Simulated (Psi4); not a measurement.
**NS (Mononitrogen monosulfide): UMP2/cc-pV(Q+d)Z (density fitting, density fitting for correlation, sweep point 6)**

What is the vertical doublet–quartet gap of NS (Mononitrogen monosulfide) at UMP2/cc-pV(Q+d)Z (density fitting, density fitting for correlation, sweep point 6)? 

The calculation is run with Psi4 1.11.

14 further runs of the same task are left out: 14 that didn't finish.

## (1) The system as given

NS: 2 atoms, total charge 0, spin state doublet. As SMILES, `[N]=S`. The shape is that of a GFN2-xTB optimisation.

Bond lengths: N1–S2 1.463 Å.

## (2) A single-point energy at UMP2/cc-pV(Q+d)Z (density fitting, density fitting for correlation, sweep point 6)

File ns.in:

```
memory 1.6 GB

molecule mol {
  0 2
  N      0.000000     0.000000     0.000000
  S      0.000000     0.000000     1.463180
  symmetry c1
}

set {
  basis                   cc-pV(Q+d)Z
  reference               uhf
  puream                  true
  scf_type                df
  num_frozen_docc         6
  maxiter                 100
  soscf                   true
  soscf_start_convergence 0.001
}

e = energy("mp2")
print_variables()
```

The run is started by

```bash
psi4 ns.in ns.out -n 1
```

ns.out:

```text
[...]
  Running in c1 symmetry.
[...]
  Nuclear repulsion =   40.506190349129973
[...]
  Multiplicity = 2
[...]
  Nalpha       = 12
  Nbeta        = 11
[...]
    Number of basis functions: 119
[...]
   @DF-UHF iter   1:  -451.88449843810878   -5.08631e-01   2.93283e-03 ADIIS/DIIS
[...]
   @DF-UHF iter  12:  -451.96502152811615   -7.21911e-12   5.81710e-09 SOSCF, nmicro=conv
[...]
   @S^2 Observed:                1.109560138E+00
[...]
    Orbital Energies [Eh]
    ---------------------
    Alpha Occupied:
       1A    -92.021824     2A    -15.653828     3A     -9.024976
       4A     -6.709629     5A     -6.705623     6A     -6.695173
       7A     -1.292452     8A     -0.812093     9A     -0.626909
      10A     -0.571731    11A     -0.556801    12A     -0.359468
    Alpha Virtual:
      13A      0.017026    14A      0.149908    15A      0.288524
      16A      0.302049    17A      0.304654    18A      0.353166
      19A      0.387150    20A      0.388703    21A      0.446502
      22A      0.488227    23A      0.495462    24A      0.501631
      25A      0.530718    26A      0.706161    27A      0.883108
[...]
  @DF-UHF Final Energy:  -451.96502152811615
   => Energetics <=
    Nuclear Repulsion Energy =             40.5061903491299731
    One-Electron Energy =                -703.6664960729940503
    Two-Electron Energy =                 211.1952841957479450
    Total Energy =                       -451.9650215281161536
  UHF NO Occupations:
  HONO-2 :   10  A 1.9890184
  HONO-1 :   11  A 1.8241199
[...]
 Multipole Moments:
 ------------------------------------------------------------------------------------
     Multipole            Electronic (a.u.)      Nuclear  (a.u.)        Total (a.u.)
 ------------------------------------------------------------------------------------
 L = 1.  Multiply by 2.5417464519 to convert [e a0] to [Debye]
 Dipole X            :          0.0000000            0.0000000            0.0000000
 Dipole Y            :          0.0000000            0.0000000            0.0000000
 Dipole Z            :          0.6323474            0.0147157            0.6470631
 Magnitude           :                                                    0.6470631
[...]
```

It took 3.3 s on 1 thread of Intel Xeon Platinum 8375C at 2.90GHz (Ice Lake), shared host; peak memory 0.33 GiB.

## (3) The quartet at the same level

File input.inp:

```
memory 1600 mb

molecule m {
  0 4
  N      0.000000     0.000000     0.000000
  S      0.000000     0.000000     1.463180
  symmetry c1
}

set basis cc-pV(Q+d)Z
set reference uhf
set puream true
set scf_type df
set num_frozen_docc 6
set maxiter 150

result, w = energy("mp2", return_wfn=True)
```

The run is started by

```bash
psi4 -i input.inp -o input.out -n 1
```

input.out:

```text
[...]
  Running in c1 symmetry.
[...]
  Nuclear repulsion =   40.506190349129973
[...]
  Multiplicity = 4
[...]
  Nalpha       = 13
  Nbeta        = 10
[...]
    Number of basis functions: 119
[...]
   @DF-UHF iter   1:  -451.77842869350013   -4.02561e-01   2.40812e-03 DIIS/ADIIS
[...]
   @DF-UHF iter  15:  -451.86090729112669   -3.29692e-12   3.91983e-09 DIIS
[...]
   @S^2 Observed:                3.818730964E+00
[...]
    Orbital Energies [Eh]
    ---------------------
    Alpha Occupied:
       1A    -92.015298     2A    -15.694733     3A     -9.014766
       4A     -6.699173     5A     -6.699173     6A     -6.698715
       7A     -1.328297     8A     -0.919764     9A     -0.668630
      10A     -0.651518    11A     -0.651518    12A     -0.373986
      13A     -0.373986
    Alpha Virtual:
      14A      0.148846    15A      0.294274    16A      0.294274
      17A      0.301832    18A      0.325626    19A      0.380598
      20A      0.380598    21A      0.425558    22A      0.466641
      23A      0.466641    24A      0.499627    25A      0.499627
[...]
  @DF-UHF Final Energy:  -451.86090729112669
   => Energetics <=
    Nuclear Repulsion Energy =             40.5061903491299731
    One-Electron Energy =                -703.5850169163636565
    Two-Electron Energy =                 211.2179192761070112
    Total Energy =                       -451.8609072911266935
  UHF NO Occupations:
  HONO-2 :   11  A 1.0000000
  HONO-1 :   12  A 1.0000000
[...]
 Multipole Moments:
 ------------------------------------------------------------------------------------
     Multipole            Electronic (a.u.)      Nuclear  (a.u.)        Total (a.u.)
 ------------------------------------------------------------------------------------
 L = 1.  Multiply by 2.5417464519 to convert [e a0] to [Debye]
 Dipole X            :         -0.0000149            0.0000000           -0.0000149
 Dipole Y            :         -0.0000170            0.0000000           -0.0000170
 Dipole Z            :         -0.1884570            0.0147157           -0.1737413
 Magnitude           :                                                    0.1737413
[...]
```

Wall time 2.6 s (1 thread of Intel Xeon Platinum 8375C at 2.90GHz (Ice Lake), shared host); peak memory 0.33 GiB.

## (4) Results

Level: UMP2/cc-pV(Q+d)Z (density fitting, density fitting for correlation, sweep point 6), 6 core orbitals frozen.

```
                                                           quantity          value
                                              doublet: total energy  -452.30384 Eh
doublet: HOMO energy (Hartree–Fock orbitals) (highest over α and β)       -9.78 eV
 doublet: LUMO energy (Hartree–Fock orbitals) (lowest over α and β)        0.46 eV
               doublet: correlation energy (6 core orbitals frozen)     -338.8 mEh
                         doublet: ⟨S²⟩ of the reference determinant          1.110
                                              quartet: total energy  -452.17812 Eh
quartet: HOMO energy (Hartree–Fock orbitals) (highest over α and β)      -10.18 eV
 quartet: LUMO energy (Hartree–Fock orbitals) (lowest over α and β)       -1.22 eV
               quartet: correlation energy (6 core orbitals frozen)     -317.2 mEh
                         quartet: ⟨S²⟩ of the reference determinant          3.819
                   vertical energy of the quartet above the doublet       3.421 eV
```

At this shape the quartet lies 3.42 eV (79 kcal/mol) above the doublet. ⟨S²⟩ (doublet) is 1.11 where a pure doublet has 0.75: the reference is spin-contaminated.
